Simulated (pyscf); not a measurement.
**Routes from H₃C–Al(CH₃)–NH₂ + hydrogen (H₂)**

Candidate steps break at most two bonds and form at most two. Each was searched with GFN2-xTB (tblite) first. Structures and frequencies: ωB97X-D3(BJ)/def2-SVP in PySCF. Energies: ωB97M-D3(BJ)/def2-TZVP, eV, from the separated reactants, singlet surface; ΔG‡ with ideal gas, 1 atm, RRHO with modes under 100 cm⁻¹ raised to 100, one conformer, R ln 2 for chiral ones without a mode under 150 cm⁻¹.

```
products                           type   ΔE‡     ΔE  ΔG‡ 298 K  ΔG‡ 900 K  ν‡ (cm⁻¹)
-----------------  --------------------  ----  -----  ---------  ---------  ---------
H₃C–AlH–CH₃ + NH₃  four-centre exchange  0.88  +0.82       1.29       2.07      1277i
CH₄ + H₃C–AlH–NH₂  four-centre exchange  1.41  -0.28       1.80       2.55      1429i
```

Row 1: On the product side the descent ends in an adduct with a Al–N contact (not fully relaxed), 1.26 eV under the separated species and 1.26 eV under the saddle at ωB97X-D3(BJ)/def2-TZVP. 

Plain bond fissions and candidates not yet searched are not listed, and one of them may be faster. Each barrier is that of the saddle found; lower ones may exist.
